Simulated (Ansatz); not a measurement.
# CH5B (triplet): the correlation ladder at distance B1–H4 along a hydrogen transfer = 1.282 Å, cc-pVDZ

Aim: climb from Hartree-Fock through coupled cluster and multireference methods for CH5B (triplet) at one geometry and basis, and see what each rung misses.

Program: Ansatz 0.2.0, Gaussian basis. Level of theory: cc-pVDZ, correlated electrons: outside noble gas. These are calculated values, not measurements.

To be run: UHF; CCSD(T) on ROHF; CCSD(T) on UHF; BCCD(T) on ROHF; CISD; CCSDT(Q) on ROHF; CCSDT(Q) on UHF; CASSCF and NEVPT2, 4 electrons in 4 orbitals.

### 1 The geometry

The geometry derives from fragments relaxed apart (PBE0/def2-TZVP) and kept rigid, so it is no stationary point. A hydrogen atom is moved between rigid fragments.

7 atoms, charge 0, spin multiplicity 3.

Atoms are counted from 1 here; the program's logs count them from 0.

Bond lengths: B1–H2 1.193 Å, B1–H3 1.193 Å, B1–H4 1.282 Å, H4–C5 1.310 Å, C5–H6 1.079 Å, C5–H7 1.079 Å. Angles: H2–B1–H3 120.0°, H2–B1–H4 120.0°, H3–B1–H4 120.0°, B1–H4–C5 180.0°, H4–C5–H6 112.6°, H4–C5–H7 112.6°, H6–C5–H7 134.8°.

In the tables R marks a restricted open-shell determinant and U an unrestricted one; 'pair' is the active space of 4 electrons in 4 orbitals; correlation energies count from the lowest restricted Hartree-Fock solution.

### 2 UHF

Input file in.yaml:

```yaml
crystal:
  periodic: [false, false, false]
  atoms:
    - {symbol: B, position_ang: [-1.338111, 0.000000, 0.000000]}
    - {symbol: H, position_ang: [-1.934844, 1.033571, 0.000000]}
    - {symbol: H, position_ang: [-1.934844, -1.033571, 0.000000]}
    - {symbol: H, position_ang: [-0.056111, 0.000000, 0.000000]}
    - {symbol: C, position_ang: [1.253889, 0.000000, 0.000000]}
    - {symbol: H, position_ang: [1.668357, 0.000000, 0.996161]}
    - {symbol: H, position_ang: [1.668357, 0.000000, -0.996161]}
basis:
  gaussian: {orbitals: cc-pVDZ}
magnetization: {spin_polarized: true, initial_magnetization: 2}
hamiltonian: {xc: hf}
output: {orbitals: {seedname: orbitals}}
```

Command:

```sh
ansatz run in.yaml --threads 1 --pin off --events-out ev --progress --plain --max-ram 2393MiB
```

Further steps of the session: CCSD(T) on ROHF; CCSD(T) on UHF; BCCD(T) on ROHF; CISD; CCSDT(Q) on ROHF; CCSDT(Q) on UHF; CASSCF and NEVPT2, 4 electrons in 4 orbitals.

Q: Predict the results of all the runs planned. Wanted: correlation energy, UCCSDT(Q); RMP2 from UCCSDT(Q); UMP2 from UCCSDT(Q); RCCSD from UCCSDT(Q); RCCSD(T) from UCCSDT(Q); UCCSD(T) from UCCSDT(Q); RCCSDT(Q) from UCCSDT(Q); T1 diagnostic.

**Answer**, as computed:

| quantity | value |
| --- | --- |
| correlation energy, UCCSDT(Q) | -7.1902 eV |
| RMP2 from UCCSDT(Q) | +1317.6 meV |
| UMP2 from UCCSDT(Q) | +1356.9 meV |
| RCCSD from UCCSDT(Q) | +171.8 meV |
| RCCSD(T) from UCCSDT(Q) | +31.2 meV |
| UCCSD(T) from UCCSDT(Q) | +31.8 meV |
| RCCSDT(Q) from UCCSDT(Q) | +0.7 meV |
| levels of the table within 1 kcal/mol (43 meV) | RCCSD(T), UCCSD(T), BCCD(T), RCCSDT, UCCSDT, RCCSDT(Q) |
| T1 diagnostic | 0.020 |

**Reading.** RCCSD(T) lands +31.2 meV from the yardstick (0.4 % of the correlation energy). These misses are within one basis, not against nature; the frozen cores of restricted and unrestricted runs differ, which can shift their rows.
